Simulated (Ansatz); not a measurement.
Two isomers of C4H7N: A = `CC1(C)C=N1`, B = `CC(C)C#N`.

Program: Ansatz. Geometries: PBE0-D4/def2-TZVP. ΔE: electronic, gas phase. CCSD(T)/CBS adds triple-zeta CCSD(T) − MP2 to the extrapolated MP2 energy (def2 sets, frozen cores). Functionals use def2-TZVPP. B3LYP here is the variant with VWN-RPA as its local correlation; programs differ in this.

A:

```xyz
12

C    -1.2019   -0.2041    0.6704
C     0.1941    0.0061    0.1525
C     0.2857    0.5354   -1.2519
C     1.3239   -0.6441    0.7767
N     1.2190    0.5428    1.1522
H    -1.7352   -0.9444    0.0662
H    -1.1928   -0.5488    1.7050
H    -1.7717    0.7293    0.6253
H    -0.1644   -0.1639   -1.9631
H     1.3227    0.7025   -1.5452
H    -0.2520    1.4848   -1.3392
H     1.9725   -1.4956    0.9510
```

B:

```xyz
12

C     0.518    1.251   -0.063
C     0.167   -0.166    0.390
C    -1.204   -0.611   -0.115
C     1.198   -1.106   -0.042
N     2.006   -1.843   -0.397
H     1.493    1.559    0.316
H     0.539    1.311   -1.152
H    -0.235    1.949    0.306
H     0.165   -0.195    1.486
H    -1.445   -1.619    0.226
H    -1.231   -0.604   -1.207
H    -1.970    0.073    0.253
```

Problem. Which isomer does CCSD(T)/CBS put lower? Give the gap. (Best estimate.)

Solution. Computed: B, by 41.8 kcal/mol.

Problem. Give E(B) − E(A) in kcal/mol with ωB97M-V, CCSD/def2-TZVPP, B3LYP, PBE-D4, CCSD(T)/def2-TZVPP, PBE0-D4, MP2/def2-TZVPP. (Best estimate.)

Solution. Computed: ωB97M-V -40.6, CCSD/def2-TZVPP -44.0, B3LYP -42.2, PBE-D4 -36.3, CCSD(T)/def2-TZVPP -42.9, PBE0-D4 -37.5, MP2/def2-TZVPP -43.2. None reverses the order clearly.

Largest T1 diagnostic: 0.011.

In def2-TZVPP, CCSD(T) changes the Hartree–Fock value by +6.6 kcal/mol (the triples alone add +1.1 kcal/mol) and MP2 by +6.3 kcal/mol. From PBE to PBE0 (25 % exact exchange), in def2-TZVPP and without D4, E(B) − E(A) moves by −1.1 kcal/mol.
